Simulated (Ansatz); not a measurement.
Cost and result for the atomization energy of C$_{5}$H$_{7}$F, SMILES `CC1=C(F)C1C` (13 atoms, 13 bonds).

Cartesian coordinates in Å:
```
C 0.9204 0.5389 1.7117
C 0.5810 0.5208 0.2849
C 0.4142 1.0106 -0.8880
F 0.4553 2.0647 -1.6746
C 0.1030 -0.4155 -0.8548
C -1.3100 -0.9469 -0.8899
H 0.0730 0.2024 2.3157
H 1.2004 1.5415 2.0389
H 1.7539 -0.1389 1.9183
H 0.8398 -1.1186 -1.2605
H -1.6291 -1.1546 -1.9154
H -2.0075 -0.2236 -0.4596
H -1.3944 -1.8809 -0.3266
```

Charge 0, multiplicity 1. The geometry is a stationary point of PBE0-D4/def2-TZVP. Program: Ansatz. All runs use 4 threads of an Arm Neoverse V1 on a shared host. Times are those of one run each, without the atoms' runs, and a repeat can differ threefold. Electronic energies, without spin–orbit coupling; frozen cores. CCSD(T)/CBS adds CCSD(T) − MP2 in def2-TZVPP to the MP2 limit, and its time is that of the two runs behind it. T1 = 0.011. B3LYP takes the VWN-RPA correlation (the form of Gaussian; ORCA's B3LYP/G).

CCSD(T)/CBS is a level of theory with its own doubt, some kJ/mol a heavy atom from the limit and from the frozen cores, so smaller differences don't rank the functionals.

```
                             level  functions  wall time  atomization (kJ/mol)  difference from CCSD(T)/CBS  per bond
   PBE-D4/def2-TZVPP (with forces)        284      3.2 s                5550.8                        198.9      15.3
                PBE0-D4/def2-TZVPP        284      3.4 s                5439.6                         87.7       6.7
r2SCAN-D4/def2-TZVPP (with forces)        284        6 s                5396.0                         44.1       3.4
 B3LYP-D4/def2-TZVPP (with forces)        284        6 s                5368.5                         16.6       1.3
                 B2PLYP/def2-TZVPP        284      7.5 s                5319.7                        -32.2      -2.5
                ωB97X-V/def2-TZVPP        284      9.5 s                5374.8                         22.9       1.8
  ωB97M-V/def2-TZVPP (with forces)        284       14 s                5382.2                         30.3       2.3
                    MP2/def2-QZVPP        552       34 s                5419.1                         67.2       5.2
                CCSD(T)/def2-TZVPP        284    6.3 min                5228.5                       -123.4      -9.5
                 CCSD(T)/CBS(def2)          –    6.9 min                5351.9                          0.0       0.0
```

In def2-TZVPP, CCSD(T) changes the Hartree–Fock value by +1312.1 kJ/mol (the triples alone add +87.6 kJ/mol) and MP2 by +1430.3 kJ/mol; breaking electron pairs costs correlation energy, which Hartree–Fock lacks. From PBE to PBE0 (25 % exact exchange), in def2-TZVPP and without D4, the atomization energy moves by −107.6 kJ/mol: exact exchange takes away binding that semilocal exchange gives to molecules. The D4 term adds +36.3 kJ/mol with B3LYP and +19.3 kJ/mol with PBE0; it sums over pairs of atoms, weighted by their polarisabilities, and B3LYP, whose exchange is more repulsive, gets the larger term.
